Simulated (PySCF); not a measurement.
N2, SMILES N#N, point group D∞h.

Force field and properties: B3LYP/pcSseg-2 (PySCF, grid level 2). Vibrational terms come from second-order perturbation theory with semi-diagonal cubic constants, by steps of ±0.6 along the normal coordinates of each isotopologue. The parent has the commonest isotopes.

Equilibrium geometry (Å):

```json
{"atom": "N1", "x": "0.5505", "y": "-0.0113", "z": "-0.0117"}
{"atom": "N2", "x": "-0.5395", "y": "0.0164", "z": "-0.0449"}
```

An isotope shift is δ(isotopologue) − δ(parent), that is, the negative of the change in the averaged GIAO shielding; n counts bonds from the nearest label (0: the labelled atom itself). These are computed values; those of heavy atoms are rounded to 5 ppb, about the numerical noise.

What isotope shifts arise with ¹⁵N at 1?


| nucleus | n | 0 K (ppb) | 100 K (ppb) |
| --- | --- | --- | --- |
| N1 | 0 | -70 | -70 |
| N2 | 1 | -70 | -70 |

What isotope shifts arise with ¹⁵N at 1, ¹⁵N at 2?


| nucleus | n | 0 K (ppb) | 100 K (ppb) |
| --- | --- | --- | --- |
| N1 | 0 | -145 | -145 |
| N2 | 0 | -145 | -145 |
